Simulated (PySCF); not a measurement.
Compound: hydrogen boron sulfide, BHS.
InChI=1S/BHS/c1-2/h1H

The calculation used PBE0-D3(BJ)/def2-SVP geometry optimisation, gas phase (PySCF 2.14.0).

Take the most abundant isotopes and a rigid rotor. 

What are the moment of inertia and the rotational constant?

I = 26.689 u·Å², B = 505379 MHz·u·Å²/I = 18936 MHz (0.6316 cm⁻¹, or 0.909 K as hB/k).

List the first levels of a rigid rotor in a Σ state.

E(J) = BJ(J+1): J = 1: 1.263, J = 2: 3.790, J = 3: 7.580, J = 4: 12.633, J = 5: 18.949, J = 6: 26.529 cm⁻¹.

Where do the first rotational lines fall?

The dipole is 1.38 D; J+1 ← J lies at 2B(J+1): 1 ← 0 at 37.87 GHz, 2 ← 1 at 75.74 GHz, 3 ← 2 at 113.62 GHz, 4 ← 3 at 151.49 GHz, 5 ← 4 at 189.36 GHz, 6 ← 5 at 227.23 GHz.

No frequency check. These are rigid-rotor constants of the computed structure; measured ground-state constants (B0) also hold zero-point vibration.

***

Species: CrF (sextet state).
Geometry (PBE0-D3(BJ)/def2-SVP, Å), atoms numbered from 1 in this order:
```
atom  x, y, z in Å
F1     0.8841   -0.0029   -0.0092
Cr2   -0.8786    0.0054   -0.0191
```

The calculation used PySCF, PBE0-D3(BJ)/def2-SVP geometry optimisation, gas phase.

Take the most abundant isotopes and a rigid rotor. 

What are the moment of inertia and the rotational constant?

I = 43.224 u·Å², B = 505379 MHz·u·Å²/I = 11692 MHz (0.3900 cm⁻¹, or 0.561 K as hB/k). For two atoms I = μr² with μ = 13.9104 u and r = 1.7628 Å.

If the electronic state has orbital angular momentum about the axis (Π, Δ; not determined here), the simple ladder of levels BJ(J+1) doesn't apply.

Stationary, but not proved a minimum. ⟨S²⟩ = 8.765 (exact for a sextet: 8.75). Constants of a rigid frame at the computed geometry: no zero-point averaging, no centrifugal distortion.
